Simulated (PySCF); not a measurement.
Ligands exchanged one at a time, Si C2H5-H. Isolated molecules, 0 K electronic values unless said otherwise. One relaxed conformer stands for each flexible species; it need not be the lowest. Strings in code marks are SMILES.

The HOMO from two functionals at the same geometries (B3LYP-D3(BJ)/def2-SVP), both in PySCF: PBE-D3(BJ)/def2-TZVP and B3LYP-D3(BJ)/def2-TZVP. B3LYP has the VWN-RPA correlation part, as in Gaussian. 

| species | PBE-D3(BJ)/def2-TZVP (eV) | B3LYP-D3(BJ)/def2-TZVP (eV) |
|---|---|---|
| 0 of 4 C2H5 replaced by H (`CC[Si](CC)(CC)CC`) | -6.39 | -7.47 |
| 1 of 4 C2H5 replaced by H | -6.57 | -7.65 |
| 3 of 4 C2H5 replaced by H (`CC[SiH3]`) | -7.23 | -8.30 |
| 4 of 4 C2H5 replaced by H | -8.50 | -9.65 |

Over these rows, drawn at random from the members with no instability flagged (it was tested for open shells, ions and some series alone), PBE minus B3LYP-D3(BJ): mean +1.10 eV, from +1.08 eV to +1.15 eV.
